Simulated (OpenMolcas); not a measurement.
# CHCl2F (dichlorofluoromethane) at 5 levels

We compute a comparison of 5 runs (HF/3-21G, HF/ANO-L-VDZ, PBE0/def2-SVP, MCPF/ANO-S-VDZ, RI-MP2/jul-cc-pV(D+d)Z) of CHCl2F (dichlorofluoromethane). 

The results are computed with OpenMolcas 26.06.

7 further runs of the same task are left out: 7 set aside as unsound or not needed.

### 1 The molecule

CHCl2F: 5 atoms, total charge 0, spin state singlet. As SMILES, `FC(Cl)Cl`. The shape is that of a PBE0-D4/def2-TZVP optimisation.

Bond lengths: F1–C2 1.340 Å, C2–Cl3 1.759 Å, C2–Cl4 1.759 Å, C2–H5 1.088 Å. Angles: F1–C2–Cl3 109.4°, F1–C2–Cl4 109.4°, Cl3–C2–Cl4 111.6°, F1–C2–H5 109.7°, Cl3–C2–H5 108.4°, Cl4–C2–H5 108.4°.

### 2 Energy and forces at HF/3-21G (run 1)

The input, coord.xyz:

```xyz
5

F     -0.590600     0.132500     1.230400
C      0.006400     0.099400     0.030700
Cl     1.459900    -0.886800     0.126900
Cl    -1.120400    -0.525200    -1.167100
H      0.294600     1.106400    -0.262500
```

The input, mol.input:

```
&GATEWAY
BasLib=$CurrDir
Coord=coord.xyz
Basis=3-21G
Group=NoSym
&SEWARD
&SCF
Thresholds=1e-10 1e-07 1e-07 1e-05
PrOrbitals=1
&ALASKA
```

The basis set 3-21G is read from a file made from the Basis Set Exchange's data (not shown).

Run with:

```
$ export MOLCAS_MEM=1860
$ pymolcas mol.input > mol.log
```

Standard output:

```text
--- Start Module: gateway ---
[...]
--- Stop Module: gateway /rc=_RC_ALL_IS_WELL_ ---
[...]
      Basis functions           46
[...]
--- Start Module: scf ---
[...]
       Convergence after  13 Iterations
[...]
::    Total SCF energy                              -1051.6849767697
[...]
      Total spin, S                                     0.0000000000
[...]
      Total electronic charge=   50.000000
      Total            charge=   -0.000000
[...]
      Dipole Moment (debye):
      Origin of the operator (angstrom)=    0.0101   -0.4370   -0.1265
                   X=  5.8167E-01               Y=  1.6201E+00               Z= -7.0718E-01           Total=  1.8609E+00
      Quadrupole Moment (debye*angstrom):
[...]
--- Stop Module: scf /rc=_RC_ALL_IS_WELL_ ---
--- Start Module: alaska ---
[...]
 *              Molecular gradients               *
 **************************************************
  Irreducible representation: a
 ------------------------------------------------------------------------------------------
                              X                       Y                       Z
 ------------------------------------------------------------------------------------------
  F1                1.13700171489501E-02    1.82568752081202E-03   -2.21603192930893E-02
  C2               -7.81636461946300E-03   -5.14843781585266E-02    1.19387286625949E-03
  CL3              -3.27833754893732E-02    2.19346175312261E-02   -3.21792148775824E-03
  CL4               2.61694970988238E-02    1.36668673052429E-02    2.63453210446993E-02
  H5                3.06022586106303E-03    1.40572058012474E-02   -2.16095313010167E-03
 ------------------------------------------------------------------------------------------
--- Stop Module: alaska /rc=_RC_ALL_IS_WELL_ ---
[...]
```

Run time: 2.3 s. Hardware: 1 thread of Arm Neoverse V1, shared host; peak memory 0.38 GiB.

### 3 A calculation of the kind “frequencies at the given shape” at HF/ANO-L-VDZ (run 2)

The input, mol.inp:

```
* CHCl2F Hartree-Fock

&GATEWAY
 Coord
 5
 angstrom
 F       -0.590600       0.132500       1.230400
 C        0.006400       0.099400       0.030700
 Cl       1.459900      -0.886800       0.126900
 Cl      -1.120400      -0.525200      -1.167100
 H        0.294600       1.106400      -0.262500
 Basis=ANO-L-VDZ
 Group=NoSym

&SEWARD

&SCF
 PrOrbitals=1 2

&MCKINLEY
```

Run with:

```
$ export MOLCAS_MEM=1860
$ pymolcas mol.inp > mol.log
```

Standard output:

```text
--- Start Module: gateway ---
[...]
--- Stop Module: gateway /rc=_RC_ALL_IS_WELL_ ---
[...]
      Basis functions           46
[...]
       Convergence after  11 Iterations
[...]
::    Total SCF energy                              -1056.8308864106
[...]
      Total spin, S                                     0.0000000000
[...]
      Total electronic charge=   50.000000
      Total            charge=   -0.000000
[...]
      Dipole Moment (debye):
      Origin of the operator (angstrom)=    0.0101   -0.4370   -0.1265
                   X=  6.9497E-01               Y=  1.6585E+00               Z= -9.2236E-01           Total=  2.0210E+00
      Quadrupole Moment (debye*angstrom):
[...]
--- Start Module: mckinley ---
[...]
--- Stop Module: mckinley /rc=_RC_INVOKED_OTHER_MODULE_ ---
[...]
--- Start Module: mclr ---
[...]
     Frequency:      i134.97   i106.60    i96.93      0.02      0.02      0.02
[...]
     Frequency:       294.22    374.38    472.18    791.55    945.57   1283.60
[...]
        Frequency:         1283.60 cm-1
      ---------------------------------
[...]
        Frequency:         1436.16 cm-1
      ---------------------------------
[...]
        Frequency:         1481.83 cm-1
      ---------------------------------
[...]
        Frequency:         3340.30 cm-1
      ---------------------------------
[...]
--- Stop Module: mclr /rc=_RC_ALL_IS_WELL_ ---
[...]
```

Run time: 19 s. Hardware: 1 thread of Arm Neoverse V1, shared host; peak memory 0.78 GiB.

### 4 Energy and gradient at PBE0/def2-SVP (run 3)

The input, run.inp:

```
* CHCl2F Kohn-Sham DFT
>>> EXPORT MOLCAS_PRINT=2

&GATEWAY
 BasLib=$CurrDir
 Coord
 5
 angstrom
 F       -0.590600       0.132500       1.230400
 C        0.006400       0.099400       0.030700
 Cl       1.459900      -0.886800       0.126900
 Cl      -1.120400      -0.525200      -1.167100
 H        0.294600       1.106400      -0.262500
 Basis=def2-SVP
 Group=NoSym

&SEWARD
 GridInput
 Grid=UltraFine
 End of Grid

&SCF
 KSDFT=PBE0
 Thresholds=1e-10 1e-07 1e-07 1e-05
 PrOrbitals=1 1

&ALASKA
```

The basis set def2-SVP is read from a file made from the Basis Set Exchange's data (not shown).

Run with:

```
$ export MOLCAS_MEM=1860
$ pymolcas run.inp > run.log
```

Standard output:

```text
--- Start Module: gateway ---
[...]
--- Stop Module: gateway /rc=_RC_ALL_IS_WELL_ ---
[...]
      Basis functions           69
[...]
--- Start Module: scf ---
[...]
       Convergence after  12 Iterations
[...]
::    Total KS-DFT energy                           -1058.0976464895
[...]
      Total spin, S                                     0.0000000000
[...]
      Total electronic charge=   50.000000
      Total            charge=   -0.000000
[...]
      Dipole Moment (debye):
      Origin of the operator (angstrom)=    0.0101   -0.4370   -0.1265
                   X=  4.1407E-01               Y=  1.1538E+00               Z= -5.0326E-01           Total=  1.3251E+00
      Quadrupole Moment (debye*angstrom):
[...]
--- Stop Module: scf /rc=_RC_ALL_IS_WELL_ ---
[...]
--- Start Module: alaska ---
[...]
 *              Molecular gradients               *
 **************************************************
  Irreducible representation: a
 ------------------------------------------------------------------------------------------
                              X                       Y                       Z
 ------------------------------------------------------------------------------------------
  F1               -1.90274849668803E-03   -3.23443712154869E-04    3.70538314428259E-03
  C2                4.66408274334773E-03    4.94057937819292E-03   -7.92282804850020E-03
  CL3              -2.59685653889719E-03    1.24826364671371E-03   -2.57393346521084E-05
  CL4               1.78145978378552E-03    6.29878071414680E-04    2.16901643660350E-03
  H5               -1.94593749149696E-03   -6.49527738420552E-03    2.07416780244341E-03
 ------------------------------------------------------------------------------------------
--- Stop Module: alaska /rc=_RC_ALL_IS_WELL_ ---
[...]
```

It took 14 s on 1 thread of Arm Neoverse V1, shared host; peak memory 0.41 GiB.

Run 4 isn't shown in full; the table further down has it.

### 5 The energy at RI-MP2/jul-cc-pV(D+d)Z (RICD fitting) (run 5)

The input, geom.xyz:

```xyz
5

F     -0.590600     0.132500     1.230400
C      0.006400     0.099400     0.030700
Cl     1.459900    -0.886800     0.126900
Cl    -1.120400    -0.525200    -1.167100
H      0.294600     1.106400    -0.262500
```

The input, run.input:

```
&GATEWAY
BASLIB=$CurrDir
COORD=geom.xyz
BASIS=jul-cc-pVDpdZ
GROUP=NoSym
RICD
&SEWARD
&SCF
PRORBITALS=1 2
&MBPT2
FROZEN=12
```

The basis set jul-cc-pV(D+d)Z is read from a file made from the Basis Set Exchange's data (not shown).

Run with:

```
$ export MOLCAS_MEM=1860
$ pymolcas run.input > run.log
```

Standard output:

```text
--- Start Module: gateway ---
[...]
--- Stop Module: gateway /rc=_RC_ALL_IS_WELL_ ---
[...]
      Basis functions          115
[...]
--- Start Module: scf ---
[...]
       Convergence after  11 Iterations
[...]
::    Total SCF energy                              -1056.9028509674
[...]
      Total spin, S                                     0.0000000000
[...]
      Total electronic charge=   50.000000
      Total            charge=   -0.000000
[...]
      Dipole Moment (debye):
      Origin of the operator (angstrom)=    0.0101   -0.4370   -0.1265
                   X=  4.7590E-01               Y=  1.1795E+00               Z= -6.1936E-01           Total=  1.4147E+00
      Quadrupole Moment (debye*angstrom):
[...]
--- Stop Module: scf /rc=_RC_ALL_IS_WELL_ ---
[...]
--- Start Module: mbpt2 ---
[...]
WARNING!
Default frozen orbitals as non valence orbitals is overwritten by user input.
Default values:  12
[...]
       Reference weight ( Cref**2 )         =        0.82251
::    Total MBPT2 energy                            -1057.5499119048
[...]
--- Stop Module: mbpt2 /rc=_RC_ALL_IS_WELL_ ---
[...]
```

Wall time 5.7 s (1 thread of Arm Neoverse V1, shared host).

### 6 Overview of the runs

```csv
run,level,SCF convergence threshold,temperature,energy (Eh),dipole moment (D) of the reference,HOMO energy (eV),LUMO energy (eV),wall time
1,HF/3-21G,1e-10,–,-1051.684977,1.86,-12.78,3.77,2.3 s
2,HF/ANO-L-VDZ,–,298.15,-1056.830886,2.02,-13.07,2.76,19 s
3,PBE0/def2-SVP,1e-10,–,-1058.097646,1.33,-8.96,0.39,14 s
4,MCPF/ANO-S-VDZ,–,–,-1057.106793,2.02,-13.08,3.19,3.6 s
5,RI-MP2/jul-cc-pV(D+d)Z (RICD fitting),–,–,-1057.549912,1.41,-12.58,1.86,5.7 s
```

### 7 Outcome

| quantity | value |
| --- | --- |
| run 5: total energy | -1057.54991 Eh |
| run 5: dipole moment (mean-field density) | 1.41 D |
| run 5: HOMO energy (Hartree–Fock orbitals) | -12.58 eV |
| run 5: LUMO energy (Hartree–Fock orbitals) | 1.86 eV |
| run 5: HOMO–LUMO gap (Hartree–Fock orbitals) | 14.44 eV |
| run 5: correlation energy (12 core orbitals frozen) | -647.1 mEh |

In words: Over runs 1, 2, 3 the dipole moment (its size) runs from 1.33 D (PBE0/def2-SVP) to 2.02 D (HF/ANO-L-VDZ). The two ends differ in method and basis. Over runs 1, 2, 3 the HOMO–LUMO gap runs from 9.35 eV (PBE0/def2-SVP) to 16.55 eV (HF/3-21G). All runs together took 45 s, the longest 19 s.
